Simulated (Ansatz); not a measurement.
Calculation: Ansatz (a program for electronic structure) with B3LYP-D3(BJ)/def2-SVP. No frequencies were computed at this level.

Ansatz 0.2 input:
```yaml
crystal:
  periodic: [false, false, false]
  atoms:
    - { symbol: N, position_ang: [-0.004746, -0.003661, 0.274733] }
    - { symbol: H, position_ang: [0.897926, -0.294592, -0.080035] }
    - { symbol: H, position_ang: [-0.702577, -0.627118, -0.112114] }
    - { symbol: H, position_ang: [-0.190603, 0.925371, -0.082582] }
basis:
  gaussian: { orbitals: def2-svp }
hamiltonian:
  xc: b3lyp
  dispersion: d3bj
relax:
  max_steps: 150
```

Output:

```
Functional definition: B3LYP
322 factors; integrals over basis functions are off by at most 2.6e-4 eV
mean field evaluation 1: about -1532.5613 eV, gradient 5.1e1 eV
mean field evaluation 2: about -1528.3020 eV, gradient 6.5e1 eV
mean field evaluation 4: about -1537.6896 eV, gradient 1.7e-1 eV
mean field evaluation 8: about -1537.6895 eV, gradient 1.6e-3 eV
mean field -1537.68947543 eV, -56.5090459386 hartree, gradient 4.5e-5 eV, S^2 0.000000; 0 other end points of the search recorded, 0 dependent functions left out
reference -1537.68963181 eV, -56.5090516857 hartree; 5, 5 occupied and 24, 24 virtual orbitals, 322 factors
relax step   1: F+E_penalty+E_count = -1537.72265027 eV  Δ(F+E_penalty+E_count) = +0.000e0 eV  max|allowed force component| = 6.391e-1 eV/Å  Δτ_max = 0.0000 Å  (21 SCF iters, accepted)
these checks for a lower state are left out or cut short: starts, cluster_reference, orbital_swaps, neighbouring_geometries, increment
322 factors; integrals over basis functions are off by at most 2.7e-4 eV
mean field evaluation 16: about -1537.6967 eV, gradient 1.6e-2 eV
mean field -1537.69667323 eV, -56.5093104530 hartree, gradient 1.8e-5 eV, S^2 0.000000; 0 other end points of the search recorded, 0 dependent functions left out
reference -1537.69682943 eV, -56.5093161933 hartree; 5, 5 occupied and 24, 24 virtual orbitals, 322 factors
relax step   2: F+E_penalty+E_count = -1537.72984938 eV  Δ(F+E_penalty+E_count) = -7.199e-3 eV  max|allowed force component| = 3.570e-1 eV/Å  Δτ_max = 0.0107 Å  (20 SCF iters, accepted)
these checks for a lower state are left out or cut short: starts, cluster_reference, orbital_swaps, neighbouring_geometries, increment
322 factors; integrals over basis functions are off by at most 2.8e-4 eV
mean field -1537.70085371 eV, -56.5094640827 hartree, gradient 1.7e-5 eV, S^2 0.000000; 0 other end points of the search recorded, 0 dependent functions left out
reference -1537.70100856 eV, -56.5094697734 hartree; 5, 5 occupied and 24, 24 virtual orbitals, 322 factors
relax step   3: F+E_penalty+E_count = -1537.73404038 eV  Δ(F+E_penalty+E_count) = -4.191e-3 eV  max|allowed force component| = 6.505e-2 eV/Å  Δτ_max = 0.0245 Å  (20 SCF iters, accepted)
these checks for a lower state are left out or cut short: starts, cluster_reference, orbital_swaps, neighbouring_geometries, increment
322 factors; integrals over basis functions are off by at most 2.8e-4 eV
mean field evaluation 32: about -1537.7010 eV, gradient 1.7e-5 eV
mean field -1537.70101378 eV, -56.5094699651 hartree, gradient 1.7e-5 eV, S^2 0.000000; 0 other end points of the search recorded, 0 dependent functions left out
reference -1537.70116890 eV, -56.5094756659 hartree; 5, 5 occupied and 24, 24 virtual orbitals, 322 factors
relax step   4: F+E_penalty+E_count = -1537.73419847 eV  Δ(F+E_penalty+E_count) = -1.581e-4 eV  max|allowed force component| = 2.986e-3 eV/Å  Δτ_max = 0.0040 Å  (19 SCF iters, accepted)
322 factors; integrals over basis functions are off by at most 2.8e-4 eV
mean field -1537.70101378 eV, -56.5094699651 hartree, gradient 1.7e-5 eV, S^2 0.000000; 1 other end points of the search recorded, 0 dependent functions left out
reference -1537.70116890 eV, -56.5094756659 hartree; 5, 5 occupied and 24, 24 virtual orbitals, 322 factors
Total energy: -1537.73435359 eV, -56.5106951808 hartree
Atom 0 at    -0.005285    -0.004077     0.305960 Å, force     0.000021     0.000018    -0.001302 eV/Å
Atom 1 at     0.892217    -0.292510    -0.090520 Å, force    -0.002895     0.000947     0.000396 eV/Å
Atom 2 at    -0.697771    -0.622852    -0.122388 Å, force     0.002263     0.002021     0.000500 eV/Å
Atom 3 at    -0.189160     0.919439    -0.093050 Å, force     0.000611    -0.002986     0.000405 eV/Å
Dipole moment:     0.006314     0.004871    -0.365533 e Å
```

Cost: about 1.0 core-seconds (a rough figure).
